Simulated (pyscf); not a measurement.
Thermochemistry of product channels of Cl–GaH–Cl + HF on the singlet surface, in eV, from ωB97M-D3(BJ)/def2-TZVP energies (ideal gas, 1 atm, RRHO with modes under 100 cm⁻¹ raised to 100, one conformer, R ln 2 for rigid chiral ones). PySCF, gas phase, ωB97X-D3(BJ)/def2-SVP geometries.

```tsv
products	ΔE	ΔH(298 K)	ΔG(600 K)	ΔG(1200 K)
F–Cl + Cl–GaH₂	___	+4.11	+4.06	+4.03
F–Ga(Cl)–Cl + H₂	-0.52	-0.61	-0.50	___
HCl + F–GaH–Cl	___	+0.21	+0.17	+0.13
```

Problem. Complete the blanks.

Solution. 
- F–Cl + Cl–GaH₂, ΔE: +4.20
- F–Ga(Cl)–Cl + H₂, ΔG(1200 K): -0.42
- HCl + F–GaH–Cl, ΔE: +0.27

These are energies of the channels, which say nothing of barriers. Elements up to Kr have no core potential and no relativistic terms here.
